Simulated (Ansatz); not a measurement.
Geometry optimisation of `C=COCCC`.

```yaml
crystal:
  periodic: [false, false, false]
  atoms:
    - {symbol: C, position_ang: [-1.404280, -0.979860, 2.263790]}
    - {symbol: C, position_ang: [-0.743250, 0.166720, 2.228860]}
    - {symbol: O, position_ang: [-0.050290, 0.714880, 1.206430]}
    - {symbol: C, position_ang: [0.002340, -0.003950, -0.010060]}
    - {symbol: C, position_ang: [0.823310, 0.804210, -1.008550]}
    - {symbol: C, position_ang: [0.936710, 0.086000, -2.346310]}
    - {symbol: H, position_ang: [-1.470580, -1.652100, 1.427720]}
    - {symbol: H, position_ang: [-1.910120, -1.279100, 3.162210]}
    - {symbol: H, position_ang: [-0.694860, 0.822930, 3.088120]}
    - {symbol: H, position_ang: [-1.015010, -0.162900, -0.394580]}
    - {symbol: H, position_ang: [0.465960, -0.986610, 0.156670]}
    - {symbol: H, position_ang: [1.815500, 0.972960, -0.587390]}
    - {symbol: H, position_ang: [0.348650, 1.777110, -1.143090]}
    - {symbol: H, position_ang: [1.523300, 0.677760, -3.043930]}
    - {symbol: H, position_ang: [-0.048500, -0.077900, -2.777710]}
    - {symbol: H, position_ang: [1.421130, -0.880140, -2.222180]}
basis:
  gaussian: {orbitals: def2-TZVP}
hamiltonian: {xc: pbe0, dispersion: d4}
relax: {f_tol: 0.005, max_steps: 150}
```

```sh
$ ansatz run in.yaml --threads 2 --pin off --events-out ev --progress --plain --max-ram 32768MiB --backend cuda --devices 0, --max-vram 18GiB
```

It prints (some lines left out):

```
Functional definition: PBE0
mean field -7388.48962017 eV, -271.5219854432 hartree, gradient 4.6e-5 eV, S^2 0.000000; 0 other end points of the search recorded, 0 dependent functions left out
relax step   1: F+E_penalty+E_count = -7388.72916119 eV  Δ(F+E_penalty+E_count) = +0.000e0 eV  max|allowed force component| = 3.924e-1 eV/Å  Δτ_max = 0.0000 Å  (28 SCF iters, accepted)
mean field -7388.50256501 eV, -271.5224611571 hartree, gradient 1.3e-5 eV, S^2 0.000000; 0 other end points of the search recorded, 0 dependent functions left out
relax step   2: F+E_penalty+E_count = -7388.74280148 eV  Δ(F+E_penalty+E_count) = -1.364e-2 eV  max|allowed force component| = 1.958e-1 eV/Å  Δτ_max = 0.0400 Å  (31 SCF iters, accepted)
mean field -7388.50451425 eV, -271.5225327903 hartree, gradient 1.3e-5 eV, S^2 0.000000; 0 other end points of the search recorded, 0 dependent functions left out
relax step   3: F+E_penalty+E_count = -7388.74523154 eV  Δ(F+E_penalty+E_count) = -2.430e-3 eV  max|allowed force component| = 2.710e-2 eV/Å  Δτ_max = 0.0226 Å  (31 SCF iters, accepted)
mean field -7388.50464641 eV, -271.5225376473 hartree, gradient 1.3e-5 eV, S^2 0.000000; 0 other end points of the search recorded, 0 dependent functions left out
relax step   4: F+E_penalty+E_count = -7388.74530903 eV  Δ(F+E_penalty+E_count) = -7.749e-5 eV  max|allowed force component| = 1.147e-2 eV/Å  Δτ_max = 0.0035 Å  (32 SCF iters, accepted)
mean field -7388.50468762 eV, -271.5225391616 hartree, gradient 1.3e-5 eV, S^2 0.000000; 0 other end points of the search recorded, 0 dependent functions left out
relax step   5: F+E_penalty+E_count = -7388.74533218 eV  Δ(F+E_penalty+E_count) = -2.315e-5 eV  max|allowed force component| = 6.154e-3 eV/Å  Δτ_max = 0.0029 Å  (32 SCF iters, accepted)
mean field -7388.50468877 eV, -271.5225392039 hartree, gradient 1.3e-5 eV, S^2 0.000000; 0 other end points of the search recorded, 0 dependent functions left out
relax step   6: F+E_penalty+E_count = -7388.74534150 eV  Δ(F+E_penalty+E_count) = -9.317e-6 eV  max|allowed force component| = 1.223e-3 eV/Å  Δτ_max = 0.0020 Å  (32 SCF iters, accepted)
mean field -7388.50468877 eV, -271.5225392039 hartree, gradient 1.3e-5 eV, S^2 0.000000; 1 other end points of the search recorded, 0 dependent functions left out
Total energy: -7388.74537696 eV, -271.5313843318 hartree
Atom 0 at    -1.388495    -0.982823     2.229437 Å, force    -0.000383    -0.000483     0.000279 eV/Å
Atom 1 at    -0.738807     0.177902     2.220342 Å, force     0.000115     0.000177    -0.000410 eV/Å
Atom 2 at    -0.048214     0.734522     1.211798 Å, force     0.000550     0.000709    -0.001223 eV/Å
Atom 3 at     0.005810     0.009982    -0.000447 Å, force    -0.000197    -0.000708    -0.000111 eV/Å
Atom 4 at     0.819316     0.797993    -0.997425 Å, force    -0.000131     0.000474     0.001132 eV/Å
Atom 5 at     0.924174     0.078564    -2.330678 Å, force    -0.000380    -0.000340     0.000253 eV/Å
Atom 6 at    -1.437407    -1.647814     1.378409 Å, force     0.000112     0.000097    -0.000097 eV/Å
Atom 7 at    -1.897835    -1.284135     3.133951 Å, force     0.000062    -0.000107     0.000298 eV/Å
Atom 8 at    -0.710464     0.821054     3.093817 Å, force    -0.000060    -0.000088    -0.000061 eV/Å
Atom 9 at    -1.013909    -0.157260    -0.373319 Å, force     0.000459    -0.000217    -0.000134 eV/Å
Atom 10 at     0.457402    -0.974910     0.180923 Å, force    -0.000338     0.000127     0.000101 eV/Å
Atom 11 at     1.815108     0.972525    -0.579401 Å, force     0.000063     0.000082     0.000162 eV/Å
Atom 12 at     0.357419     1.780781    -1.130065 Å, force     0.000137     0.000083     0.000039 eV/Å
Atom 13 at     1.513590     0.657258    -3.043957 Å, force     0.000096    -0.000082    -0.000225 eV/Å
Atom 14 at    -0.062038    -0.086049    -2.773379 Å, force    -0.000016     0.000251     0.000081 eV/Å
Atom 15 at     1.404360    -0.897580    -2.220006 Å, force    -0.000089     0.000026    -0.000086 eV/Å
Dipole moment:     0.037158    -0.066230    -0.196377 e Å
```

It took 14 s on 2 threads of an AMD EPYC 7R13 on a shared host and a share of an NVIDIA H100 80 GB, with 0.86 GiB of host memory at the peak.
